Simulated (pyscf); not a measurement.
Single points on ωB97X-D3(BJ)/def2-SVP structures (PySCF, gas phase).

Problem. Estimate the classical barrier height and the reaction energy of `[FH]` + `[F][Ti]([F])([F])[O][SiH3]` → `[F][Ti]([F])([F])[F]` + `[OH][SiH3]` at PBE/def2-TZVP. The step runs on the singlet surface, breaks F–H, O–Ti and forms F–Ti, H–O; take the separated reactants as zero.

Solution. ΔE‡ = 0.5 kcal/mol, ΔE = -5.9 kcal/mol. ωB97M-D3(BJ)/def2-TZVP gives 2.4 kcal/mol and -4.1 kcal/mol. Zero-point energy shifts the barrier by +0.4 kcal/mol. It is a four-centre exchange, with an imaginary mode of 703i cm⁻¹. On the reactant side the descent ends in an adduct with a F–Ti contact, 5.0 kcal/mol under the separated species and 6.1 kcal/mol under the saddle at ωB97X-D3(BJ)/def2-TZVP. On the product side the descent ends in an adduct with a O–Ti contact (not fully relaxed), 14.5 kcal/mol under the separated species and 18.2 kcal/mol under the saddle at ωB97X-D3(BJ)/def2-TZVP. What is counted as formed (F–Ti) is already present as a longer contact in the reactant adduct; forming that adduct is a step of its own. What is counted as broken (O–Ti) persists as a longer contact in the product adduct; parting that adduct is a step of its own. This is the saddle that the search found; another between the same sides may lie lower.
